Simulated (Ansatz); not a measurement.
The input, for Ansatz 0.2.0:

```yaml
crystal:
  periodic: [false, false, false]
  atoms:
    - {symbol: N, position_ang: [0.000000, 0.000000, 0.000000]}
    - {symbol: H, position_ang: [0.000000, 0.000000, 1.039430]}
basis:
  gaussian: {orbitals: cc-pVTZ}
magnetization: {spin_polarized: true, initial_magnetization: 2}
hamiltonian: {xc: {name: B2PLYP}}
correlation: {electrons: outside_noble_gas}
```

```sh
$ ansatz run in.yaml --threads 1 --pin off --events-out ev --progress --plain --max-ram 2816MiB --backend cpu
```

Log:

```
257 factors; integrals over basis functions are off by at most 1.0e-3 eV
mean field evaluation 1: about -1500.4618 eV, gradient 9.9e0 eV
mean field evaluation 2: about -1500.4619 eV, gradient 9.9e0 eV
mean field evaluation 4: about -1500.8448 eV, gradient 8.4e-1 eV
mean field evaluation 8: about -1500.8484 eV, gradient 5.1e-3 eV
mean field evaluation 16: about -1500.8484 eV, gradient 6.9e-6 eV
mean field -1500.84844690 eV, -55.1551631119 hartree, gradient 6.9e-6 eV, S^2 2.008034; 0 other end points of the search recorded, 0 dependent functions left out
1 core orbitals not correlated: weight in the atoms' cores, before any rotation towards them, 1.000 or more for the frozen orbitals, at most 0.000 for the correlated occupied ones
reference -1500.84851464 eV, -55.1551656015 hartree; 4, 2 occupied and 39, 41 virtual orbitals, 257 factors
second order -4.46257049 eV of doubles, -0.00000000 eV of singles
Total energy: -1502.05340868 eV, -55.1994446405 hartree
```

Ran on 1 thread of AMD EPYC 7R13, shared host: 0.34 s wall, 0.15 GiB peak host memory.
